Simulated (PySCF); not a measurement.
**Working with the constants of HCl**

RHF-CCSD(T) constants of HCl, ¹Σ⁺ (singlet), closed shell (H pcseg-2, Cl pcseg-2; no relativity (PySCF 2.14); masses 1.0078 and 34.9689 u):

```
ωe              : 3013.8 cm⁻¹
ωexe            : 52.6 cm⁻¹
Be              : 10.623 cm⁻¹
αe              : 0.306 cm⁻¹
D (centrifugal) : 0.000528 cm⁻¹
De to H + Cl    : 4.53 eV
```

**Question.** Give the vibrational terms G(v) and spacings up to v = 6.

**Answer.** G(v) = ωe(v+½) − ωexe(v+½)².

| v | G(v) (cm⁻¹) | G(v) − G(v−1) | Bv (cm⁻¹) |
| --- | --- | --- | --- |
| 0 | 1494 |  | 10.47 |
| 1 | 4402 | 2909 | 10.16 |
| 2 | 7206 | 2803 | 9.86 |
| 3 | 9904 | 2698 | 9.55 |
| 4 | 12497 | 2593 | 9.25 |
| 5 | 14985 | 2488 | 8.94 |
| 6 | 17367 | 2383 | 8.63 |

**Question.** How well does the Morse estimate ωe²/(4ωexe) reproduce De, and what is D0?

**Answer.** It gives 5.35 eV, 118 % of the computed De. D0 = De − G(0) = 4.53 − 0.19 = 4.34 eV.

Correlated steps freeze 5 core orbitals. Where the molecule has an RHF reference, its open-shell atoms are computed with UHF.
